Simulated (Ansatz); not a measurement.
Geometry optimisation, RKS B3LYP/def2-SVP in Ansatz.

Input file:

```yaml
crystal:
  periodic: [false, false, false]
  atoms:
    - { symbol: O, position_ang: [-0.1615, -0.983, -1.2409] }
    - { symbol: C, position_ang: [0.1055, -0.6076, 0.0465] }
    - { symbol: F, position_ang: [0.4848, -1.5852, 0.8659] }
    - { symbol: C, position_ang: [0.1052, 0.6569, 0.5119] }
    - { symbol: F, position_ang: [0.58382, 0.85843, 1.7798] }
    - { symbol: F, position_ang: [-0.14461, 1.70046, -0.28431] }
    - { symbol: H, position_ang: [-0.4537, -0.1165, -1.7008] }
basis:
  gaussian: { orbitals: def2-SVP }
hamiltonian:
  xc: b3lyp
relax:
  f_tol: 0.015
  max_steps: 40
```

Run as:

```bash
$ ansatz run input.yaml --threads 1 --pin off --max-ram 2048MiB --backend cpu --events-out ev --progress --plain --runs-dir out
```

Task: Where does it end, and by what steps?

Result: The forces met the threshold. After 7 steps the energy has fallen by 0.294 eV; F5 moved furthest, 0.13 Å.

| step | energy less start (eV) | largest force component (eV/Å) | accepted |
| --- | --- | --- | --- |
| 0 | 0.0000 | 2.037 | yes |
| 1 | -0.2126 | 1.320 | yes |
| 2 | -0.2837 | 0.505 | yes |
| 3 | -0.2910 | 0.426 | yes |
| 4 | -0.2928 | 0.160 | yes |
| 5 | -0.2941 | 0.050 | yes |
| 6 | -0.2942 | 0.027 | yes |
| 7 | -0.2942 | 0.002 | yes |

```xyz
7
Properties=species:S:1:pos:R:3
O -0.207 -0.957 -1.204
C 0.142 -0.603 0.042
F 0.464 -1.647 0.786
C 0.180 0.639 0.532
F 0.525 0.969 1.761
F -0.147 1.688 -0.227
H -0.437 -0.165 -1.711
```

The run took 17 s on 1 thread of Intel(R) Xeon(R) 6975P-C (Granite Rapids), with other jobs on the host, peak memory 0.19 GiB.
